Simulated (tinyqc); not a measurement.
Harmonic frequencies on the RHF/sto-3g surface (energies and gradients from PySCF), for H2O, spin multiplicity 1, step by step. One step of it, computed by the program tinyqc.

Question. Normal modes. Diagonalise H_ij / sqrt(m_i m_j); the 6 smallest eigenvalues belong to translations and rotations; wavenumber = sqrt(eigenvalue / 1822.888) x 219474.63; each mode has its largest component positive (the first on a tie); zero-point energy = sum of wavenumbers / 2, with 349.755 1/cm per kcal/mol.

Hessian (symmetrised) (hartree/bohr^2):
```
             1Ox          1Oy          1Oz          2Hx          2Hy          2Hz          3Hx          3Hy
1Ox   0.00412725  -0.05282278   0.02001076  -0.00089914   0.01949264   0.01213950  -0.00322767   0.03333014
1Oy  -0.05282278   0.80047006   0.00201719   0.01566558  -0.39921511  -0.33725067   0.03715721  -0.40125521
1Oz   0.02001076   0.00201719   0.63426231   0.00417796  -0.21674848  -0.31933005  -0.02418878   0.21473129
2Hx  -0.00089914   0.01566558   0.00417796   0.00104106  -0.02000331  -0.00872082  -0.00014213   0.00433773
2Hy   0.01949264  -0.39921511  -0.21674848  -0.02000331   0.43599205   0.27717769   0.00051065  -0.03677680
2Hz   0.01213950  -0.33725067  -0.31933005  -0.00872082   0.27717769   0.30200268  -0.00341865   0.06007296
3Hx  -0.00322767   0.03715721  -0.02418878  -0.00014213   0.00051065  -0.00341865   0.00336959  -0.03766785
3Hy   0.03333014  -0.40125521   0.21473129   0.00433773  -0.03677680   0.06007296  -0.03766785   0.43803214
3Hz  -0.03215026   0.33523348  -0.31493339   0.00454286  -0.06042932   0.01732793   0.02760743  -0.27480413

             3Hz
1Ox  -0.03215026
1Oy   0.33523348
1Oz  -0.31493339
2Hx   0.00454286
2Hy  -0.06042932
2Hz   0.01732793
3Hx   0.02760743
3Hy  -0.27480413
3Hz   0.29760602
```

masses (u): 1O 15.994915, 2H 1.007825, 3H 1.007825

Give: eigenvalues of the mass-weighted Hessian; harmonic wavenumbers of the vibrations; mass-weighted modes; zero-point energy.

Answer.

eigenvalues of the mass-weighted Hessian (hartree/(bohr^2 u)): 0.0000  0.0000  0.0000  0.0000  0.0000  0.0000  0.1782  0.6486  0.7297

harmonic wavenumbers of the vibrations (1/cm): 2170.0  4140.1  4391.1

mass-weighted modes:
```
      mode 1   mode 2   mode 3
1Ox  -0.0084   0.0065   0.0173
1Oy   0.0005  -0.0005  -0.2619
1Oz  -0.2643   0.2048  -0.0011
2Hx   0.0453   0.0238  -0.0204
2Hy  -0.4331  -0.5568   0.5210
2Hz   0.5248  -0.4100   0.4404
3Hx  -0.0117  -0.0498  -0.0484
3Hy   0.4312   0.5586   0.5223
3Hz   0.5282  -0.4058  -0.4361
```

zero-point energy = 15.2981 kcal/mol
